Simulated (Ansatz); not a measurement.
**C2H7Al (SMILES [CH3][AlH][CH3]): HF/STO-3G**

Aim: the vertical electron affinity of C2H7Al at HF/STO-3G, from 2 runs. 

The calculation is run with Ansatz 0.2.0.

36 further runs of the same task are left out: 36 set aside as unsound or not needed.

## Step 1: The structure to begin with

The species is C2H7Al (10 atoms), meant as a singlet with charge 0. SMILES: `[CH3][AlH][CH3]`. The shape is that of a PBE0-D4/def2-TZVP optimisation.

Bond lengths: C1–Al2 1.954 Å, Al2–C3 1.954 Å, C1–H4 1.095 Å, C1–H5 1.092 Å, C1–H6 1.096 Å, Al2–H7 1.595 Å, C3–H8 1.093 Å, C3–H9 1.095 Å, C3–H10 1.096 Å. Some angles: C1–Al2–C3 121.2°, C1–Al2–H7 120.2°, C3–Al2–H7 118.5°, Al2–C1–H4 111.1°, Al2–C1–H5 113.4°, Al2–C1–H6 110.4°, Al2–C3–H8 113.4°, Al2–C3–H9 111.0°, Al2–C3–H10 110.5°, H4–C1–H5 108.0°.

## Step 2: A single-point energy at HF/STO-3G

in.yaml reads:

```yaml
crystal:
  periodic: [false, false, false]
  atoms:
    - {symbol: C, position_ang: [-1.219100, 0.923600, -0.783300]}
    - {symbol: Al, position_ang: [0.496800, 0.021800, -0.536400]}
    - {symbol: C, position_ang: [0.903900, -0.949000, 1.109700]}
    - {symbol: H, position_ang: [-2.054000, 0.233200, -0.621200]}
    - {symbol: H, position_ang: [-1.337000, 1.368500, -1.773800]}
    - {symbol: H, position_ang: [-1.340300, 1.723700, -0.043600]}
    - {symbol: H, position_ang: [1.605700, 0.078800, -1.681200]}
    - {symbol: H, position_ang: [0.069000, -0.980000, 1.814000]}
    - {symbol: H, position_ang: [1.201900, -1.980900, 0.894300]}
    - {symbol: H, position_ang: [1.756300, -0.490900, 1.624500]}
basis:
  gaussian: {orbitals: STO-3G}
total_charge: 0
hamiltonian: {xc: hf}
accuracy: high
output: {orbitals: {seedname: orbitals}}
```

The run is started by

```sh
$ ansatz run in.yaml --threads 1 --pin off --max-ram 3480MiB --events-out events.jsonl --progress --plain --runs-dir runs
```

Output:

```text
Warning: RAYON_NUM_THREADS=1 ignored (pool sized by the plan → 1); use --threads N
Functional definition: HF
  name "HF"
  exchange = exact_x
  correlation = 0
504 factors; integrals over basis functions are off by at most 4.4e-9 eV
mean field evaluation 1: about -8650.2526 eV, gradient 1.4e1 eV
mean field evaluation 2: about -8650.3244 eV, gradient 1.4e1 eV
mean field evaluation 4: about -8651.1675 eV, gradient 7.0e-1 eV
mean field evaluation 8: about -8651.1683 eV, gradient 1.9e-6 eV
mean field -8651.16831240 eV, -317.9245715081 hartree, gradient 2.0e-8 eV, S^2 0.000000; 0 other end points of the search recorded, 0 dependent functions left out
reference -8651.16831240 eV, -317.9245715081 hartree; 16, 16 occupied and 10, 10 virtual orbitals, 504 factors
Total energy: -8651.16831240 eV, -317.9245715081 hartree
```

Wall time 0.16 s (1 thread of Arm Neoverse V2, shared host).

## Step 3: The doublet anion

molecule.yaml reads:

```yaml
crystal:
  periodic: [false, false, false]
  atoms:
    - {symbol: C, position_ang: [-1.219100, 0.923600, -0.783300]}
    - {symbol: Al, position_ang: [0.496800, 0.021800, -0.536400]}
    - {symbol: C, position_ang: [0.903900, -0.949000, 1.109700]}
    - {symbol: H, position_ang: [-2.054000, 0.233200, -0.621200]}
    - {symbol: H, position_ang: [-1.337000, 1.368500, -1.773800]}
    - {symbol: H, position_ang: [-1.340300, 1.723700, -0.043600]}
    - {symbol: H, position_ang: [1.605700, 0.078800, -1.681200]}
    - {symbol: H, position_ang: [0.069000, -0.980000, 1.814000]}
    - {symbol: H, position_ang: [1.201900, -1.980900, 0.894300]}
    - {symbol: H, position_ang: [1.756300, -0.490900, 1.624500]}
basis:
  gaussian:
    orbitals: STO-3G
total_charge: -1
magnetization:
  spin_polarized: true
  initial_magnetization: 1
hamiltonian:
  xc: hf
accuracy: high
output: {orbitals: {seedname: orbitals}}
```

The run is started by

```sh
$ ansatz run molecule.yaml --threads 1 --pin off --max-ram 3480MiB --events-out events.jsonl --progress --plain --runs-dir runs
```

Output:

```text
Warning: RAYON_NUM_THREADS=1 ignored (pool sized by the plan → 1); use --threads N
Functional definition: HF
  name "HF"
  exchange = exact_x
  correlation = 0
506 factors; integrals over basis functions are off by at most 4.4e-9 eV
mean field evaluation 1: about -8641.2861 eV, gradient 1.2e1 eV
mean field evaluation 2: about -8641.3921 eV, gradient 1.2e1 eV
mean field evaluation 4: about -8643.0524 eV, gradient 1.3e0 eV
mean field evaluation 8: about -8643.0855 eV, gradient 1.6e-2 eV
mean field -8643.08549425 eV, -317.6275334200 hartree, gradient 1.7e-8 eV, S^2 0.768817; 0 other end points of the search recorded, 0 dependent functions left out
reference -8643.08549425 eV, -317.6275334200 hartree; 17, 16 occupied and 9, 10 virtual orbitals, 506 factors
Total energy: -8643.08549425 eV, -317.6275334200 hartree
```

Run time: 0.2 s. Hardware: 1 thread of Arm Neoverse V2, shared host.

## Step 4: Outcome

At HF/STO-3G:

| quantity | value |
| --- | --- |
| singlet C2H7Al: total energy | -317.92457 Eh |
| singlet C2H7Al: HOMO energy | -8.77 eV |
| singlet C2H7Al: LUMO energy | 8.94 eV |
| singlet C2H7Al: HOMO–LUMO gap | 17.71 eV |
| doublet anion: total energy | -317.62753 Eh |
| doublet anion: HOMO energy (highest over α and β) | 7.27 eV |
| doublet anion: LUMO energy (lowest over α and β) | 19.28 eV |
| doublet anion: ⟨S²⟩ | 0.769 |
| vertical electron affinity (to the doublet anion) | -8.083 eV |

The anion lies 8.08 eV (186 kcal/mol) above the neutral: the electron isn't bound at this level, and such a value depends on the basis. Without diffuse functions anions come out too high. Hartree–Fock misses the correlation that binds many anions. In a minimal basis such a difference can be off by several eV, whatever the method. The HOMO (doublet anion) lies at positive energy, 7.27 eV: the electron is unbound at this level or held by a compact basis; values depend on the basis.
